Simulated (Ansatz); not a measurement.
CH$_{9}$AlSi, singlet: harmonic vibrations.

The input file, in.yaml:

```yaml
crystal:
  periodic: [false, false, false]
  atoms:
    - {symbol: Al, position_ang: [-1.130139, -0.407765, -0.488173]}
    - {symbol: C, position_ang: [1.300004, 0.767985, -1.278382]}
    - {symbol: H, position_ang: [-0.856463, -1.642792, -1.450045]}
    - {symbol: H, position_ang: [-1.918426, 0.853697, -1.046865]}
    - {symbol: H, position_ang: [0.996263, 0.484216, -0.260140]}
    - {symbol: Si, position_ang: [-0.719334, -0.623212, 1.926458]}
    - {symbol: H, position_ang: [0.551275, 0.529941, -2.037858]}
    - {symbol: H, position_ang: [2.213627, 0.223156, -1.508519]}
    - {symbol: H, position_ang: [1.470678, 1.842760, -1.281150]}
    - {symbol: H, position_ang: [0.458174, -1.488821, 2.229122]}
    - {symbol: H, position_ang: [-1.895265, -1.234060, 2.614554]}
    - {symbol: H, position_ang: [-0.470293, 0.694796, 2.580998]}
basis:
  gaussian: {orbitals: def2-TZVP}
hamiltonian: {xc: pbe0, dispersion: d4}
phonons: {temperatures: {t_min: 298.15, t_max: 900, t_step: 200}}
```

Run by:

```bash
ansatz run in.yaml --threads 4 --pin off --events-out ev --progress --plain --max-ram 9574MiB
```

Output of Ansatz 0.2.0:

```
Functional definition: PBE0
  name "PBE0"
  cite "Adamo & Barone, J. Chem. Phys. 110, 6158 (1999) doi:10.1063/1.478522"
  cite "Perdew, Burke & Ernzerhof, Phys. Rev. Lett. 77, 3865 (1996) doi:10.1103/PhysRevLett.77.3865"
  parent pbe
  parameter a = 0.25
  parameter kappa = 0.804
  parameter beta = 0.06672455060314922
  exchange = (1 - a)*pbe_x(kappa = kappa, mu = beta*pi^2/3) + a*exact_x
  correlation = pbe_c(beta = beta)
1123 factors; their error is unknown
mean field evaluation 1: about -15645.8515 eV, gradient 4.4e1 eV
mean field evaluation 2: about -15645.4831 eV, gradient 4.4e1 eV
mean field evaluation 4: about -15650.3531 eV, gradient 8.5e-1 eV
mean field evaluation 8: about -15650.3945 eV, gradient 2.4e-1 eV
mean field -15650.39453787 eV, -575.1413910482 hartree, gradient 5.3e-5 eV, S^2 0.000000; 0 other end points of the search recorded, 0 dependent functions left out
the calculation of the forces begins
reference -15650.39457692 eV, -575.1413924834 hartree; 21, 21 occupied and 138, 138 virtual orbitals, 1123 factors
these checks for a lower state are left out or cut short: stability, starts, cluster_reference, orbital_swaps, neighbouring_geometries, increment
1123 factors; their error is unknown
mean field evaluation 16: about -15650.3551 eV, gradient 2.5e-1 eV
WARN: phonons: modes at or below zero, which the zero-point energy, F, S and C_V leave out: 1, the lowest at -51.06 cm⁻¹. A minimum has none, and a first-order saddle one
Total energy: -15650.56232143 eV, -575.1475569804 hartree
Atom 0 at    -1.130139    -0.407765    -0.488173 Å, force    -0.000123    -0.001158    -0.001281 eV/Å
Atom 1 at     1.300004     0.767985    -1.278382 Å, force    -0.000764     0.001387     0.000261 eV/Å
Atom 2 at    -0.856463    -1.642792    -1.450045 Å, force    -0.000226     0.000888     0.000776 eV/Å
Atom 3 at    -1.918426     0.853697    -1.046865 Å, force    -0.000099     0.000188     0.000346 eV/Å
Atom 4 at     0.996263     0.484216    -0.260140 Å, force     0.000175    -0.000106     0.000143 eV/Å
Atom 5 at    -0.719334    -0.623212     1.926458 Å, force     0.000018     0.000233     0.000446 eV/Å
Atom 6 at     0.551275     0.529941    -2.037858 Å, force     0.000573    -0.000624    -0.000221 eV/Å
Atom 7 at     2.213627     0.223156    -1.508519 Å, force     0.000180    -0.000256     0.000228 eV/Å
Atom 8 at     1.470678     1.842760    -1.281150 Å, force     0.000013    -0.000442    -0.000143 eV/Å
Atom 9 at     0.458174    -1.488821     2.229122 Å, force     0.000145     0.000001    -0.000306 eV/Å
Atom 10 at    -1.895265    -1.234060     2.614554 Å, force    -0.000056     0.000036    -0.000122 eV/Å
Atom 11 at    -0.470293     0.694796     2.580998 Å, force     0.000165    -0.000147    -0.000127 eV/Å
Dipole moment:     0.263743     0.144067    -0.190180 e Å
Vibrations: -51.06 42.45 72.34 84.19 138.59 251.09 309.01 362.72 377.23 407.75 536.72 608.35 753.22 868.79 934.91 941.59 1259.42 1340.09 1359.99 1530.62 1566.02 1906.80 1914.71 2188.56 2195.98 2198.04 2986.40 3101.16 3154.55 3193.86 cm⁻¹, zero-point energy 2.267989 eV

[the SCF lines of later steps are left out]
```

The lines “mean field evaluation” count trial sets of orbitals through the whole run, from several starts and some on an approximate energy, so they need not fall steadily or lie above the final value.

Hardware: 4 CPU threads of an Intel Xeon, shared host. Wall time about 3.3 min.
